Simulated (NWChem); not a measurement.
## Atomisation of CH

```
C
H 1 1.1343
```
Charge 0, spin multiplicity 2.

Program: NWChem. All single points use one geometry, from UPBE0/def2-SVP, a minimum by its harmonic frequencies.

Basis set: def2-TZVP. The atomisation energy is electronic alone: no zero-point, thermal, spin-orbit or counterpoise terms. No value is extrapolated to the basis-set limit. Free atoms are single determinants with multiplicities C 3, H 2. Correlated methods freeze the same cores in atoms and molecule, 1 orbitals in all.

The correlated methods keep 1 core orbital frozen. B3LYP has NWChem's definition, with VWN1-RPA local correlation. This spin state was chosen for the runs; another may lie lower. The structure started from a generated list of species. The unpaired electrons of the parent sit in orbitals of symmetry b2 (C2v labels of the run); other states weren't searched. The stability of the SCF solutions was not checked. Open-shell Hartree-Fock references start from PBE0 orbitals. Coupled-cluster values serve here as a point of comparison, not as the truth.

```
method       atomisation energy (kcal/mol)
-----------  -----------------------------
LDA (SVWN5)                            ___
B3LYP                                 85.0
PBE                                   84.4
PBE0                                  82.6
BP86                                  87.6
M06-2X                                82.7
r2SCAN                                81.0
HF                                     ___
MP2                                    ___
CCSD(T)                               79.9
```

Problem. Fill in the missing entries.

Solution. 
- LDA (SVWN5), atomisation energy (kcal/mol): 92.0
- HF, atomisation energy (kcal/mol): 56.2
- MP2, atomisation energy (kcal/mol): 76.2
